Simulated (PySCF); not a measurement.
# Ar: ionisation energy

Ar [Ar] (1S) → Ar⁺ [Ne] 3s2 3p5 (2P), as a difference of total energies. Calculation: PySCF 2.14, in x2c-TZVPPall with one added diffuse shell each of s, p, d type (6s6p4d1f, 51 functions); scalar relativity by spin-free X2C-1e. Correlated levels: valence: [Ne] frozen; valence and next inner shell: 1s2 frozen. The calculations carry no spin-orbit coupling.

```csv
method,ionisation energy (eV)
UHF,14.553
LDA,15.989
PBE,15.704
PBE0,15.713
r2SCAN,15.758
revPBE,15.639
BLYP,15.595
wB97X,15.733
B3LYP,15.788
MP2 (valence),15.697
SCS-MP2 (valence),15.592
MP2 (valence and next inner shell),15.714
SCS-MP2 (valence and next inner shell),15.604
```

Errors of the correlated levels include the incompleteness of this basis and the frozen core.

**Question.** Which method comes closest to the reference value, and which is furthest?

**Answer.** The reference is 15.819 eV (measured; NIST levels, between the centres of gravity of the two terms). Closest: B3LYP (error -0.031 eV); furthest: UHF (error -1.266 eV).
